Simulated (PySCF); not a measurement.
Species: C5H9N.
Numbering: `[CH3:1][CH2:2][C@H:3]1[N:4]=[C:5]1[CH3:6]` (hydrogens: H7, H8, H9 on C1; H10, H11 on C2; H12 on C3; H13, H14, H15 on C6)

Structure used (GFN2-xTB), in Å, numbered top down from 1:
```
atom  x, y, z in Å
C1    -1.836    0.725    0.144
C2    -1.251   -0.604   -0.331
C3     0.003   -0.954    0.438
N4     1.078   -1.760   -0.233
C5     1.320   -0.544   -0.023
C6     2.270    0.552   -0.157
H7    -1.129    1.537   -0.017
H8    -2.066    0.678    1.206
H9    -2.751    0.953   -0.397
H10   -1.012   -0.549   -1.396
H11   -1.991   -1.396   -0.196
H12   -0.145   -1.149    1.497
H13    1.822    1.347   -0.754
H14    3.189    0.213   -0.632
H15    2.495    0.961    0.828
```

A PySCF run (density fitting, gas phase, GFN2-xTB geometry) gave HOMO -7.13 eV, LUMO 0.03 eV, dipole 2.83 D and E = -250.303 Eh.

Question: Which of these levels was it?
A. PBE0/pcSseg-1
B. wB97X-D/pcSseg-1
C. OPBE/pcseg-1
D. CAM-B3LYP/6-31G
E. BLYP/pcSseg-1

Answer: A. It is PBE0/pcSseg-1. All candidates on this geometry:

| level and settings | kind | basis functions | SCF cycles | E (Eh) | HOMO (eV) | LUMO (eV) | dipole (D) |
| --- | --- | --- | --- | --- | --- | --- | --- |
| BLYP/pcSseg-1, grid level 3 | GGA | 147 | 14 | -250.4852 | -5.64 | -0.97 | 2.71 |
| OPBE/pcseg-1, damping 0.1 at the start, DIIS from the seventh cycle | GGA | 129 | 20 | -250.4845 | -5.79 | -1.04 | 2.79 |
| PBE0/pcSseg-1 | global hybrid | 147 | 14 | -250.3029 | -7.13 | 0.03 | 2.83 |
| CAM-B3LYP/6-31G, fitting basis def2-qzvpp-jkfit | range-separated hybrid | 72 | 10 | -250.3976 | -8.22 | 1.50 | 2.91 |
| wB97X-D/pcSseg-1 | range-separated hybrid | 147 | 13 | -250.5204 | -9.02 | 1.90 | 2.88 |

The nearest other candidate, by the summed differences of HOMO and LUMO, is OPBE/pcseg-1: its HOMO differs by +1.34 eV and its LUMO by -1.07 eV. wB97X-D ran without the empirical dispersion term, which would shift the total energy alone. Cycle counts include a coarse-grid stage where the run had one.
